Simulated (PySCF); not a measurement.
Gas-phase XPS of SiF2H2, computed

SiF2H2.
Bonds: Si1–F2, Si1–F3. Hydrogens: H4, H5 on Si1.

Method: delta-SCF UKS SCAN, pcX-2 on the ionised atom, pcseg-1 elsewhere, spin-free X2C (PySCF 2.14.0). Binding energies are ΔSCF values: E(core-ionised, relaxed orbitals) − E(ground state) at a fixed geometry, referred to the vacuum level.

**Question.** List the computed XPS lines with their assignment.

**Answer.** 
```json
{"atom(s)": "Si1", "environment": "silicon bonded to 2 F and 2 H", "level": "Si 1s", "binding energy (eV)": "1849.76", "2p1/2 (eV)": "–", "count": "1"}
{"atom(s)": "F2/F3", "environment": "fluorine bonded to Si", "level": "F 1s", "binding energy (eV)": "693.16", "2p1/2 (eV)": "–", "count": "2"}
{"atom(s)": "Si1", "environment": "silicon bonded to 2 F and 2 H", "level": "Si 2p3/2", "binding energy (eV)": "109.60", "2p1/2 (eV)": "110.23", "count": "1"}
```

**Question.** What is the longest wavelength that can ionise Si 1s of Si1 vertically?

**Answer.** λ = hc/E = 12398.42 eV Å / 1849.76 eV = 6.703 Å.

The first atom of each set that the bonding makes equivalent was ionised and stands for the set. Spin–orbit coupling isn't in the SCF: each 2p doublet comes from a relaxed spin-free hole plus a matrix of the shell (mean-field spin–orbit coupling and the ground-state 2p splitting), with 2p3/2 averaged over its two sublevels. 2p1/2 minus 2p3/2 (ligand field included): Si 0.63 eV. Geometry: PBE0-D3(BJ)/def2-SVP; no solvent, vibrations or thermal averaging.
